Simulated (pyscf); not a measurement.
Single points on ωB97X-D3(BJ)/def2-SVP structures (PySCF, gas phase).

Cl–SnH₃ + H₂B–OH → H₂B–O–SnH₃ + hydrogen chloride (HCl)
Surface: singlet. Broken: Cl–Sn, H–O. Formed: O–Sn, Cl–H. Give ΔE‡ and ΔE from ωB97M-D3(BJ)/def2-TZVP, relative to the separated reactants.

ΔE‡ = 18.6 kcal/mol, ΔE = +17.0 kcal/mol. Zero-point energy shifts the barrier by -2.2 kcal/mol. It is a four-centre exchange, with an imaginary mode of 527i cm⁻¹. On the reactant side the descent ends in a complex (not fully relaxed), 5.0 kcal/mol under the separated species and 23.0 kcal/mol under the saddle at ωB97X-D3(BJ)/def2-TZVP. On the product side the descent ends in a complex, 7.1 kcal/mol under the separated species and 6.7 kcal/mol under the saddle at ωB97X-D3(BJ)/def2-TZVP. This is the saddle that the search found; another between the same sides may lie lower. Elements past Kr carry the def2 core potentials, without spin-orbit coupling.
